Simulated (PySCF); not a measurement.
Species: `[NH3+][BH2-]O`. The columns A, B, C and D hold Mulliken, IAO, Hirshfeld and ESP-fitted charges (e) of one PBE0/pcSseg-1 density (PySCF), in a shuffled order. Coordinates in Å (PBE0-D3(BJ)/def2-SVP); the density's dipole moment is (-4.54, 1.44, 1.68) D.

```tsv
atom	x	y	z	A	B	C	D
N1	-0.706	0.367	0.356	-0.350	-0.447	-0.098	-0.429
B2	0.947	0.107	0.181	+0.211	0.000	+0.025	+0.523
O3	1.394	1.104	-0.735	-0.508	-0.630	-0.323	-0.756
H4	-0.911	1.269	0.788	+0.213	+0.282	+0.159	+0.252
H5	-1.134	0.362	-0.571	+0.222	+0.291	+0.162	+0.283
H6	-1.137	-0.370	0.916	+0.224	+0.289	+0.164	+0.252
H7	1.369	0.186	1.339	-0.124	-0.070	-0.119	-0.273
H8	0.955	-1.038	-0.276	-0.112	-0.060	-0.119	-0.246
H9	1.928	1.764	-0.291	+0.224	+0.344	+0.150	+0.394
```

Problem. Which column most likely holds the ESP-fitted charges?

Solution. D. Σ q r misses the density's dipole by 0.05 D (D), 0.86 D (B), 0.96 D (C), 1.21 D (A). Charges fitted to the outside potential are the only set here that is tied to the molecule's multipoles.

Problem. And the Hirshfeld charges?

Solution. C. The mean sizes are 0.146 e (C), 0.243 e (A), 0.268 e (B), 0.379 e (D), and Hirshfeld charges are commonly the smallest of these schemes.

As computed, A = Mulliken, B = IAO, C = Hirshfeld, D = ESP-fitted.

The ESP scheme fits charges at the nuclei, held to the total charge, to the electrostatic potential on points at 1.4 to 2.0 times the van der Waals radii. The IAO scheme counts the electrons in orthogonalised intrinsic atomic orbitals, a minimal basis polarised so that it spans the occupied orbitals exactly.

Isolated species at its PBE0-D3(BJ)/def2-SVP geometry (one conformer only).

The values belong to the conformer `[NH3+:1][BH2-:2][OH:3]`: H–O3–B2–N1 109°.
